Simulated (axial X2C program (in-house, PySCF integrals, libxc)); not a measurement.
**How long does S₂ take?**

A bond scan computed with an in-house all-electron X2C program for linear molecules (integrals from PySCF). Basis: S dyall-av3z [9s8p3d2f] (cores contracted in-house).

Input:
```json
{"zs": [16, 16], "q": 0, "bas": ["dyall-av3z", "dyall-av3z"], "levels": ["PBE0", "HF", "M06"], "cc": true, "r0": 1.88, "thr": -2.0, "nmax": 90, "npts": 10, "nst": 2, "ntry": 6}
```
```bash
python so2c.py task.json out
```

Keys: zs atomic numbers; q charge; bas basis sets; levels methods; cc coupled cluster on or off; r0 starting distance in Å; thr threshold in hartree for freezing inner shells (an s shell follows its p shell); nmax most natural virtual spinors; npts points on the curve; nst determinants followed; ntry starts of the search. HF also brings MP2.

Hardware: 1 thread of Arm Neoverse V2 (shared host).

Wall time of one point of each curve, integrals apart:

```json
{"Hamiltonian": "spin-free", "level": "PBE0", "points": "10", "seconds a point": "0.36"}
{"Hamiltonian": "spin-free", "level": "HF", "points": "10", "seconds a point": "0.16"}
{"Hamiltonian": "spin-free", "level": "CCSD(T) (12 electrons, 90 virtuals)", "points": "7", "seconds a point": "4.7"}
{"Hamiltonian": "spin-free", "level": "M06", "points": "10", "seconds a point": "0.61"}
{"Hamiltonian": "2c", "level": "PBE0", "points": "10", "seconds a point": "0.46"}
{"Hamiltonian": "2c", "level": "HF", "points": "10", "seconds a point": "0.27"}
{"Hamiltonian": "2c", "level": "CCSD(T) (12 electrons, 90 virtuals)", "points": "7", "seconds a point": "3.9"}
{"Hamiltonian": "2c", "level": "M06", "points": "10", "seconds a point": "0.73"}
```

The rest:

Search with its distance optimisation 5.4 s, atoms 3.8 s, whole task 99 s. Coupled cluster runs on the points near the minimum only. The program drops outer points, and coupled cluster, when its time limit (not in the input) nears; MP2, further determinants and curves that did not converge are not in the table.
